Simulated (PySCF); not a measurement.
Consider `C[C@H]1C=CCC1` (C6H10). Coordinates in Å; atoms count from 1 in this order:
```
C     2.0210    0.0112    0.1186
C     0.5559   -0.0847    0.5200
C    -0.2109    1.2130    0.4462
C    -1.4345    1.0457   -0.0642
C    -1.6955   -0.3943   -0.4126
C    -0.2871   -1.0083   -0.3820
H     2.5788    0.6884    0.7842
H     2.5101   -0.9747    0.1609
H     2.1194    0.3936   -0.9103
H     0.5125   -0.4487    1.5668
H     0.1925    2.1600    0.8161
H    -2.1826    1.8351   -0.1740
H    -2.3615   -0.8532    0.3427
H    -2.2005   -0.5248   -1.3837
H    -0.2731   -2.0585   -0.0542
H     0.1390   -0.9799   -1.3993
```

Energies: ωB97X-D3(BJ)/ma-def2-TZVP (PySCF, density fitting, integration grid level 2) on PBE0-D3(BJ)/def2-SVP structures. The prefix ma- adds one diffuse s and one diffuse p function on all atoms but H. Thermal corrections: PBE0-D3(BJ)/def2-SVP frequencies, unscaled, ideal gas at 298.15 K and 1 bar, quasi-RRHO entropy.

(1) What are the vertical and the adiabatic ionisation energy for forming the radical cation?

(2) Where does the unpaired spin of the relaxed radical cation sit?

(3) What oxidation potential follows in THF (IEF-PCM), given that Fc+/Fc comes at 4.74 V absolute with this functional and basis?

(4) How far is −ε(HOMO) from the vertical value by ΔSCF?

Answers

(1) 9.01 eV vertical and 8.70 eV adiabatic, the latter with zero-point energy.

(2) C4 (alkene carbon) 0.42, C3 (alkene carbon) 0.36, H (on C2) 0.08 (intrinsic atomic orbital populations).

(3) In the gas phase ΔG of oxidation is 8.668 eV, and solvation is -5.0 kJ/mol for the parent and -205.2 kJ/mol for the product, so the absolute potential is 6.59 V, or 1.85 V against Fc+/Fc. Fc+/Fc in THF, 4.74 V, is ωB97X-D3(BJ)/ma-def2-TZVP on PBE0-D3(BJ)/def2-SVP structures with GFN2-xTB thermal terms. Benchmark calculations put it near 5.0 V in acetonitrile and DMSO, so it is about 0.3 V low, and the value against it can read up to that much too high. The solvent is electrostatics only, on gas-phase structures; the absolute scale refers to an electron at rest in vacuum.

(4) −ε(HOMO) = 9.20 eV, which is 0.19 eV above the ΔSCF value.
